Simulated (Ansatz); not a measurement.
## How far each method lies from RCCSDTQ for HAsF, quartet

Geometry: a PBE0/def2-TZVP stationary point for this spin, not checked as a minimum.

```xyz
3

F     0.0000    0.0000    1.7587
As    0.0000    0.0000   -0.0416
H     0.0000    0.0000   -1.7171
```

Basis cc-pVDZ; Ansatz 0.2.0. Correlated methods freeze the noble-gas cores and the filled d shells of p-block atoms, which leaves 13 electrons in 31 orbitals. Prefix R: restricted or restricted open-shell reference. Active spaces: valence = (13e, 9o) chosen from the atoms' valence shells. No spin–orbit coupling is included, and no scalar relativity.

Full CI isn't at hand for all of this; RCCSDTQ serves as the reference, and is uncertain by about the last step of the cluster series.

The UHF ⟨S²⟩ is 3.783 and the T1 diagnostic (RCCSD) is 0.0256. The largest doubles amplitude (RCCSD) is 0.075.

Q: From what is known of these methods and the diagnostics, rank them by the size of their error in total energy against RCCSDTQ in cc-pVDZ, smallest first (an estimate: the text doesn't fix the numbers).
A. RCCSDT
B. RCCSD(T)
C. NEVPT2 (valence space)
D. RHF
E. RCCSD

A: A (0.40 kcal/mol), B (0.86 kcal/mol), E (4.66 kcal/mol), C (24.26 kcal/mol), D (185.82 kcal/mol).

All errors are against RCCSDTQ in cc-pVDZ. Within each family the higher level lies nearer, as is usual though not guaranteed.

Natural occupations of CASSCF (valence space) about the gap: 1.995 1.968 1.006 1.005 1.005 0.031; effectively unpaired electrons, Σ n²(2−n)², 3.01.
